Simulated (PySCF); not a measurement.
**Core binding energy against partial charge**

Species: ethynyl isothiocyanate, C₃HNS.
Geometry (PBE0-D3(BJ)/def2-SVP, Å), atoms numbered from 1 in this order:
```xyz
6
C3HNS angstrom
C     -0.9829    1.6281    0.4999
C     -0.3662    0.6060    0.2678
N      0.2885   -0.4798    0.0192
C      0.8953   -1.4830   -0.2096
S      1.6924   -2.8013   -0.5102
H     -1.5272    2.5301    0.7059
```

Binding energies: PySCF, delta-SCF UKS SCAN, pcX-2 on the ionised atom, pcseg-1 elsewhere, spin-free X2C. Charges: PBE0/pcSseg-1 ground-state density, for the ionised atom.

```tsv
atom	environment	C 1s (eV)	Mulliken (e)	IAO (e)	Hirshfeld (e)	ESP (e)
C1	terminal alkyne carbon	290.43	-0.118	-0.239	-0.100	-0.271
C2	alkyne carbon	292.50	+0.289	+0.073	+0.013	-0.277
C4	isothiocyanate carbon	293.56	+0.204	+0.068	+0.102	-0.330
```

Give the correlation coefficient and slope of binding energy on charge for each scheme.

Hirshfeld: r = 0.99, slope 15.6 eV per e; IAO: r = 0.94, slope 8.4 eV per e; Mulliken: r = 0.86, slope 6.4 eV per e; ESP: r = -0.82, slope -40.0 eV per e. Hirshfeld charges have the highest r, on only 3 points.

The point-charge model writes a binding energy as kq + V + constant, with V the potential of the other atoms' charges at the site. What does it give with the Hirshfeld charges?

V = Σ 14.40 eV Å × q/r over all other atoms: +1.46 eV at C1, -0.74 eV at C2, -1.22 eV at C4. Fitting binding energy − V to q gives k = 29.2 eV per e and leaves an rms residual of 0.48 eV, against 0.15 eV for the fit on q alone. The model has no term for differences in relaxation between sites.

Spin contamination (⟨S²⟩ against 0.75 for a pure doublet) is marked for C 1s of C2 (0.87) and C 1s of C4 (0.92), which makes these values less certain. Isolated species at its PBE0-D3(BJ)/def2-SVP geometry, gas phase.
